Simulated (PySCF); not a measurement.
Species: C4H7F2 (doublet state).
Geometry (GFN2-xTB, Å), atoms numbered from 1 in this order:
```xyz
13
C4H7F2 angstrom
C     -1.554   -0.407   -0.714
C     -0.931    0.040    0.541
C      0.565   -0.283    0.598
F      1.031    0.007    1.865
C      1.352    0.528   -0.427
F      2.509   -0.115   -0.781
H     -2.420    0.092   -1.097
H     -1.227   -1.311   -1.190
H     -1.391   -0.459    1.410
H     -1.077    1.114    0.690
H      0.746   -1.354    0.443
H      0.759    0.647   -1.340
H      1.634    1.501   -0.015
```

The hyperfine couplings belong to this conformer and change with its torsions.

As a line formula: `FC[C@H](C[CH2])F` [radical].

Method: UKS B3LYP, pcH-1 on C F H, non-relativistic, mean-field spin-orbit, GIAO (PySCF 2.14.0). The structure is a single GFN2-xTB conformer in the gas phase; no vibrational or solvent corrections. The geometry wasn't refined by DFT: couplings that depend on bond lengths, twists or pyramidal angles can differ widely from those at the functional's own minimum. The SCF solution wasn't tested for stability.

Principal values of hyperfine tensors in MHz (contact and dipolar terms together), for some of the nuclei:

```json
{"atom": "H9", "isotope": "1H", "A1": "156.55", "A2": "159.92", "A3": "171.38"}
{"atom": "C1", "isotope": "13C", "A1": "9.97", "A2": "10.66", "A3": "253.91"}
{"atom": "H7", "isotope": "1H", "A1": "-103.10", "A2": "-64.02", "A3": "-24.08"}
{"atom": "H8", "isotope": "1H", "A1": "-101.21", "A2": "-62.10", "A3": "-22.27"}
{"atom": "H10", "isotope": "1H", "A1": "31.79", "A2": "32.45", "A3": "46.14"}
{"atom": "C3", "isotope": "13C", "A1": "16.66", "A2": "17.35", "A3": "23.61"}
{"atom": "F4", "isotope": "19F", "A1": "-7.85", "A2": "-6.71", "A3": "0.11"}
{"atom": "F6", "isotope": "19F", "A1": "-2.35", "A2": "0.06", "A3": "12.15"}
```

Question: Give the isotropic coupling of each nucleus in MHz and in mT (g = 2.0027), and the anisotropic part.

Answer: a_iso = (A1 + A2 + A3)/3, Ti = Ai − a_iso; 1 mT corresponds to 28.031 MHz.

```
atom  a_iso (MHz)  a_iso (mT)      T1      T2      T3
  H9       162.62       5.801   -6.07   -2.69    8.76
  C1        91.51       3.265  -81.54  -80.86  162.40
  H7       -63.73      -2.274  -39.37   -0.29   39.66
  H8       -61.86      -2.207  -39.35   -0.24   39.59
 H10        36.79       1.313   -5.00   -4.35    9.35
  C3        19.21       0.685   -2.55   -1.86    4.41
  F4        -4.82      -0.172   -3.04   -1.89    4.93
  F6         3.29       0.117   -5.64   -3.22    8.86
```

Question: What spin density at the nucleus of H8 lies behind its contact coupling (g_N = 5.58569)?

Answer: a_FC = (2μ0/3) gₑ μB g_N μN ρ(0)/(2S·h) = 800.24 MHz × g_N × ρ(0)/(2S), with ρ in bohr⁻³. With a_FC = -61.86 MHz and 2S = 1, ρ(0) = -0.01384 bohr⁻³. In magnitude that is 4.3 % of the 1/π = 0.318 of a free hydrogen atom.

Question: C2 (13C, g_N = 1.40482) isn't in the table. Its spin density at the nucleus is -0.03048 bohr⁻³. What is its contact coupling?

Answer: By the same relation, a_FC = -34.3 MHz. Its full tensor has the principal values -36.85, -34.15, -31.78 MHz.

Question: Name the largest traceless tensor T of the table and describe it.

Answer: C1: -81.5, -80.9, 162.4 MHz, axial, in the ratio −1:−1:+2, the form that spin in one p orbital centred on that nucleus gives.

Question: What first-order splitting does H7 cause when the field lies along A1, A2 or A3 of its tensor (g taken as isotropic, no quadrupole term)?

Answer: 2 lines (I = 1/2), spaced by |A_i|/(g × 13.996): 3.68, 2.28, 0.86 mT along the axes of A1, A2 and A3.
